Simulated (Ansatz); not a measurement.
in.yaml

```yaml
crystal:
  periodic: [false, false, false]
  atoms:
    - {symbol: H, position_ang: [0.000000, 0.000000, -1.184333]}
    - {symbol: H, position_ang: [0.000000, 0.000000, -0.354333]}
    - {symbol: S, position_ang: [0.000000, 0.000000, 1.538667]}
basis:
  gaussian: {orbitals: cc-pVTZ}
magnetization: {spin_polarized: false, initial_magnetization: 2}
correlation: {method: fic_mrcisd_q, electrons: outside_noble_gas, active_space: {window: {electrons: 4, orbitals: 4}}}
```

```sh
$ ansatz run in.yaml --threads 1 --pin off --events-out ev --progress --plain --max-ram 2393MiB
```

Log:

```
343 factors; integrals over basis functions are off by at most 8.6e-4 eV
mean field evaluation 1: about -10846.1472 eV, gradient 7.1e0 eV
mean field evaluation 2: about -10846.1486 eV, gradient 7.1e0 eV
mean field evaluation 4: about -10846.7380 eV, gradient 7.4e-1 eV
mean field evaluation 8: about -10846.7458 eV, gradient 1.2e-3 eV
mean field evaluation 16: about -10846.7458 eV, gradient 2.3e-6 eV
mean field evaluation 32: about -10846.4315 eV, gradient 6.8e-1 eV
mean field evaluation 64: about -10846.4031 eV, gradient 5.6e-3 eV
mean field -10846.74578004 eV, -398.6105552282 hartree, gradient 3.9e-6 eV, S^2 2.000000; 9 other end points of the search recorded, 0 dependent functions left out
reference -10846.74578004 eV, -398.6105552282 hartree; 10, 8 occupied and 52, 54 virtual orbitals, 343 factors
state -10847.32733475 eV, -398.6319269694 hartree
contracted CI cycle   1: correlation 0.00000000 eV, 0.0000000000 hartree, residual 1.82e1 eV
contracted CI cycle   2: correlation -4.38897890 eV, -0.1612919996 hartree, residual 2.58e0 eV
contracted CI cycle   3: correlation -4.48353992 eV, -0.1647670532 hartree, residual 5.83e-1 eV
contracted CI cycle   4: correlation -4.48830315 eV, -0.1649420985 hartree, residual 1.58e-1 eV
contracted CI cycle   5: correlation -4.48861920 eV, -0.1649537132 hartree, residual 4.40e-2 eV
contracted CI cycle   6: correlation -4.48864357 eV, -0.1649546086 hartree, residual 1.54e-2 eV
contracted CI cycle   7: correlation -4.48864710 eV, -0.1649547383 hartree, residual 6.24e-3 eV
contracted CI cycle   8: correlation -4.48864767 eV, -0.1649547592 hartree, residual 2.26e-3 eV
contracted CI cycle   9: correlation -4.48864773 eV, -0.1649547617 hartree, residual 7.85e-4 eV
state -10847.32733475 eV, -398.6319269694 hartree; corrected -10852.16217943 eV, -398.8096042344 hartree
state -10847.02764950 eV, -398.6209137397 hartree
contracted CI cycle   1: correlation 0.00000000 eV, 0.0000000000 hartree, residual 1.87e1 eV
contracted CI cycle   2: correlation -4.51735965 eV, -0.1660099050 hartree, residual 3.54e0 eV
contracted CI cycle   3: correlation -4.71590475 eV, -0.1733063032 hartree, residual 9.38e-1 eV
contracted CI cycle   4: correlation -4.73018448 eV, -0.1738310734 hartree, residual 2.89e-1 eV
contracted CI cycle   5: correlation -4.73148946 eV, -0.1738790304 hartree, residual 8.39e-2 eV
contracted CI cycle   6: correlation -4.73161337 eV, -0.1738835841 hartree, residual 3.09e-2 eV
contracted CI cycle   7: correlation -4.73163104 eV, -0.1738842335 hartree, residual 1.21e-2 eV
contracted CI cycle   8: correlation -4.73163363 eV, -0.1738843285 hartree, residual 4.77e-3 eV
contracted CI cycle   9: correlation -4.73163401 eV, -0.1738843428 hartree, residual 1.89e-3 eV
contracted CI cycle  10: correlation -4.73163408 eV, -0.1738843450 hartree, residual 7.01e-4 eV
state -10847.02764950 eV, -398.6209137397 hartree; corrected -10852.16134786 eV, -398.8095736746 hartree
state -10847.32733475 eV, -398.6319269694 hartree; corrected -10852.16217943 eV, -398.8096042344 hartree
Total energy: -10852.16217943 eV, -398.8096042344 hartree
```

Natural occupations: 1.9692 1.0006 1.0000 0.0302.

For the same geometry and basis UCCSDT(Q) lies 49.1 meV lower.

Ran on 1 thread of AMD EPYC 7R43, shared host: 6.5 s wall, 0.15 GiB peak host memory.
